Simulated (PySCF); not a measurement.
Compound: trifluoromethoxymethane, C2H3F3O.
Atom-mapped SMILES: `[CH3:1][O:2][C:3]([F:4])([F:5])[F:6]` (hydrogens: H7, H8, H9 on C1)

The closed-shell SCF was solved with PySCF and density fitting under several settings on one GFN2-xTB geometry (grid level 2 and gas phase unless stated).

```csv
settings,basis functions,SCF cycles,E (Eh),HOMO (eV),LUMO (eV),dipole (D)
PBE0/pcSseg-1,117,12,-452.2919,-9.66,1.61,2.77
CAM-B3LYP/def2-SVPD,156,12,-452.3376,-11.28,1.17,2.77
PBE0/def2-SVP,99,12,-451.9850,-9.55,2.10,2.68
X3LYP/6-31G*,90,12,-452.6128,-9.04,2.84,2.50
"KT3/6-311G**, grid level 3",126,14,-458.6438,-7.90,0.55,2.50
"mPW1PW91/def2-SVPD, IEF-PCM acetone, start guess sap",156,12,-452.3592,-9.59,0.68,3.22
PBE0/IGLO-III,240,13,-452.5282,-9.64,0.83,2.65
```

**Question.** Estimate the rows for these settings: (1) WP04/pcSseg-1; (2) HF/def2-TZVP.

**Answer.** 
```
     settings  basis functions  SCF cycles     E (Eh)  HOMO (eV)  LUMO (eV)  dipole (D)
WP04/pcSseg-1              117          14  -461.0830     -10.92      -0.04        2.93
 HF/def2-TZVP              204          10  -450.8715     -14.02       3.96        2.89
```

**Question.** Over all rows, what range does the HOMO–LUMO gap span?

**Answer.** From 8.45 eV (KT3/6-311G**, grid level 3) to 17.98 eV (HF/def2-TZVP). The functional of the narrowest has no exact exchange, that of the widest 100 % exact exchange.

**Question.** And the dipole moment?

**Answer.** From 2.50 D to 3.22 D; the largest is 1.29 times the smallest, and the median is 2.77 D.

**Question.** Compare two rows with the functional PBE0: PBE0/def2-SVP and PBE0/pcSseg-1. Which energy is lower, and by how much?

**Answer.** PBE0/pcSseg-1 (117 functions) lies 0.3069 Eh or 193 kcal/mol below PBE0/def2-SVP (99 functions).

Cycle counts include a coarse-grid stage where the run had one. All basis functions are spherical, in the Pople sets too. KT3 and WP04 were designed for NMR shieldings or shifts; total energies of different functionals aren't comparable. The species at its GFN2-xTB geometry.

Conformer computed: `[CH3:1][O:2][C:3]([F:4])([F:5])[F:6]`: C1–O2–C3–F4 60°.
